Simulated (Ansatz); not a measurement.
**SiP+ (triplet): from Hartree-Fock to the top rungs, def2-TZVPP**

One table from this session's results is given with a row withheld; the runs are named, their logs left out.

Method: def2-TZVPP, core rule «outside noble gas», up to 10 orbitals frozen; program: Ansatz 0.2.0, Gaussian basis.

Plan: UHF; ROHF; CCSD(T) on UHF.

### The system

The geometry is a PBE0/def2-TZVP stationary point (not a proven minimum) of the parent state, kept for this charge and spin.

2 atoms, charge 1, spin multiplicity 3.

Atoms are counted from 1 here; the program's logs count them from 0.

Bond lengths: Si1–P2 2.343 Å.

Set-up of the first run:

Contents of in.yaml:

```yaml
crystal:
  periodic: [false, false, false]
  atoms:
    - {symbol: Si, position_ang: [0.000000, 0.000000, 0.000000]}
    - {symbol: P, position_ang: [0.000000, 0.000000, 2.343000]}
basis:
  gaussian: {orbitals: def2-TZVPP}
total_charge: 1
magnetization: {spin_polarized: true, initial_magnetization: 2}
hamiltonian: {xc: hf}
output: {orbitals: {seedname: orbitals}}
```

On the command line:

```bash
$ ansatz run in.yaml --threads 1 --pin off --events-out ev --progress --plain --max-ram 4096MiB --backend cpu
```

Steps of the session up to this table: UHF; ROHF; CCSD(T) on UHF.

One table of the session follows, with a row left open; its other results are not shown here.

```
  method  from UCCSD(T) (meV)
    ROHF              +5788.1
     UHF              +5634.5
    UMP2                    ?
   UCCSD               +286.4
UCCSD(T)                    0
```

Q: Estimate the row for UMP2 from the others.

The run gave: from UCCSD(T) (meV): +1268.3. In the column «from UCCSD(T) (meV)» it lies between UCCSD (+286.4) and UHF (+5634.5).
